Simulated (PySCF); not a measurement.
# P2 at other levels of theory

Starting from one script, swap the method and compare what comes out for P2.

Program: PySCF 2.14.0. Level of theory: each script names its method and basis. These are calculated values, not measurements.

2 further runs of the same task are left out: 2 that didn't finish.

## Step 1: Where the work starts

P2: 2 atoms, charge 0, spin multiplicity 1.

Bond lengths: P1–P2 1.917 Å.

## Step 2: The run that the others are compared with

File input.py:

```python
from pyscf import gto, dft
from pyscf.geomopt.geometric_solver import optimize

mol = gto.M(
    atom='P 0 0 0; P 0 0 1.917',
    basis='pcseg-1',
    charge=0,
    spin=0,
    verbose=4,
)
mf = dft.RKS(mol, xc='mn15l')
mf.kernel()
g = mf.nuc_grad_method()
g.grid_response = True
mol_eq = optimize(g.as_scanner(), maxsteps=30)
print('optimised geometry (angstrom)')
print(mol_eq.tostring('raw'))
print('orbital energies (hartree):', mf.mo_energy[..., max(0, mol.nelec[1]-3):mol.nelec[0]+3].round(4))
```

Command:

```sh
$ OMP_NUM_THREADS=1 python input.py
```

## Step 3: NEVPT2 (RHF)

Variant 1 changes step after the SCF: optimize → nevpt2; SCF type: RKS → RHF; functional: mn15l → none (Hartree–Fock); active space: none → 4 electrons in 4 orbitals.

File input.py:

```python
from pyscf import gto, scf, mcscf, mrpt

mol = gto.M(
    atom='P 0 0 0; P 0 0 1.917',
    basis='pcseg-1',
    charge=0,
    spin=0,
    verbose=4,
)
mf = scf.RHF(mol)
mf.kernel()
mc = mcscf.CASSCF(mf, 4, 4)
mc.kernel()
mc.analyze()
mrpt.NEVPT(mc).kernel()
mf.dip_moment()
print('orbital energies (hartree):', mf.mo_energy[..., max(0, mol.nelec[1]-3):mol.nelec[0]+3].round(4))
```

## Step 4: X3lyp

Variant 2 changes functional: mn15l → x3lyp.

input.py: that of step 2 with these lines changed.

```diff
@@ -10,3 +10,3 @@
 )
-mf = dft.RKS(mol, xc='mn15l')
+mf = dft.RKS(mol, xc='x3lyp')
 mf.kernel()
```

## Step 5: Stability test

Variant 3 changes step after the SCF: optimize → stability.

File input.py:

```python
from pyscf import gto, dft

mol = gto.M(
    atom='P 0 0 0; P 0 0 1.917',
    basis='pcseg-1',
    charge=0,
    spin=0,
    verbose=4,
)
mf = dft.RKS(mol, xc='mn15l')
mf.kernel()
mf.stability(internal=True, external=True)
mf.dip_moment()
print('orbital energies (hartree):', mf.mo_energy[..., max(0, mol.nelec[1]-3):mol.nelec[0]+3].round(4))
```

## Step 6: CASSCF (RHF)

Variant 4 changes step after the SCF: optimize → casscf; SCF type: RKS → RHF; functional: mn15l → none (Hartree–Fock); active space: none → 2 electrons in 2 orbitals.

File input.py:

```python
from pyscf import gto, scf, mcscf

mol = gto.M(
    atom='P 0 0 0; P 0 0 1.917',
    basis='pcseg-1',
    charge=0,
    spin=0,
    verbose=4,
)
mf = scf.RHF(mol)
mf.kernel()
mc = mcscf.CASSCF(mf, 2, 2)
mc.kernel()
mc.analyze()
mf.dip_moment()
print('orbital energies (hartree):', mf.mo_energy[..., max(0, mol.nelec[1]-3):mol.nelec[0]+3].round(4))
```

## Step 7: Hse06

Variant 5 changes functional: mn15l → hse06.

input.py: that of step 2 with these lines changed.

```diff
@@ -10,3 +10,3 @@
 )
-mf = dft.RKS(mol, xc='mn15l')
+mf = dft.RKS(mol, xc='hse06')
 mf.kernel()
```

## Step 8: CCSD(T) (RHF)

Variant 6 changes step after the SCF: optimize → ccsd(t); SCF type: RKS → RHF; functional: mn15l → none (Hartree–Fock).

File input.py:

```python
from pyscf import gto, scf, cc

mol = gto.M(
    atom='P 0 0 0; P 0 0 1.917',
    basis='pcseg-1',
    charge=0,
    spin=0,
    verbose=4,
)
mf = scf.RHF(mol)
mf.kernel()
mycc = cc.CCSD(mf)
mycc.kernel()
mycc.ccsd_t()
mf.dip_moment()
print('orbital energies (hartree):', mf.mo_energy[..., max(0, mol.nelec[1]-3):mol.nelec[0]+3].round(4))
```

Before running it: what results should come out? Wanted: for each run, E(SCF); from base; gap; after the SCF.

As calculated:

```
           run  E(SCF) (hartree)  from base (eV)  cycles  gap (eV)                                                                 after the SCF
          base       -682.551068               0       7      4.16                                                       bond 1.893 Å, -0.011 eV
  NEVPT2 (RHF)       -681.402544  not comparable       8     10.44  NEVPT2 correlation -6.382 eV (from the SCF energy, the CASSCF gain included)
         x3lyp       -682.613095  not comparable       7      5.12                                                       bond 1.903 Å, -0.004 eV
stability test       -682.551068          0.0000       7      4.16                                                                        stable
  CASSCF (RHF)       -681.402544  not comparable       8     10.44                                                  CASSCF correlation -0.630 eV
         hse06       -682.430189  not comparable       7      4.63                                                       bond 1.894 Å, -0.009 eV
 CCSD(T) (RHF)       -681.402544  not comparable       8     10.44                                                 CCSD(T) correlation -7.177 eV
```

SCF columns refer to the geometry typed in the script.

The gap between the frontier levels is 4.2 eV with mn15l (0 % exact exchange) and 5.1 eV with x3lyp (22 %): exact exchange opens it. A lower total energy from another functional means nothing by itself.
